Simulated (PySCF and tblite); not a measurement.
The numbers below are computed, except where a source is named.
C₃H₆O, numbered as in [CH2:1]=[CH:2][CH2:3][OH:4].

Conformers came from 90 starts (ETKDG and KDG, MMFF94s, GFN2-xTB); geometries are PBE0-D3(BJ)/def2-SVP. Free energies are PBE0-D3(BJ)/def2-TZVP single points with GFN2-xTB rigid-rotor and vibrational terms (modes under about 100 cm⁻¹ blended into free rotors). Symmetry numbers and mirror images are counted. Conformers within 4 kcal/mol (GFN2-xTB free energy) were kept, 5 at most. Of two unlike H on one atom, a is the less shielded (PBE0/pcSseg-1). Run with PySCF (density fitting) and tblite.

An NOE distance is ⟨r⁻⁶⟩^(−1/6) over all pairs of like atoms and, for the average, over conformers.

Torsions listed: C1–C2–C3–O4, C2–C3–O4–H4. Of a mirror pair one member is shown.

| conformer | shape | weight % |
| --- | --- | --- |
| 1 | -8°, -60° | 44.7 |
| 2 | 127°, -58° | 40.4 |
| 3 | 0°, 180° | 6.9 |
| 4 | 132°, 171° | 4.6 |

Not shown: 1 more, 3.4 % in all.

Problem. Which H–H contacts under 3.5 Å would NOEs report (pairs on one atom left out) at 298.15 K?

Solution. 
```csv
pair,in 1 (Å),in 2 (Å),in 3 (Å),in 4 (Å),average (Å)
H1b ··· H2,2.46,2.46,2.45,2.46,2.46
H3 ··· H4,2.51,2.53,2.33,2.32,2.49
H2 ··· H3,2.53,2.76,2.50,2.77,2.62
H1a ··· H4,2.37,3.73,3.34,4.54,2.67
H1a ··· H3,3.51,2.68,3.52,2.67,2.93
H1a ··· H2,3.09,3.09,3.09,3.09,3.09
H2 ··· H4,3.59,2.89,4.09,3.48,3.13
```

Longer pairs under the limit may be missing.

Problem. In a model where alignment follows shape alone (order matrix 0.0005 × (3G/tr G − 1)/2, G the second moments of the atom positions; splitting J + 2D), what are the one-bond C–H dipolar couplings D?

Solution. H1b -4.0 Hz (-4.2 in conformer 1), H1a 1.3 Hz (0.3 in conformer 1), H2 1.2 Hz (0.2 in conformer 1), H3 2.1 Hz (1.9 in conformer 1).
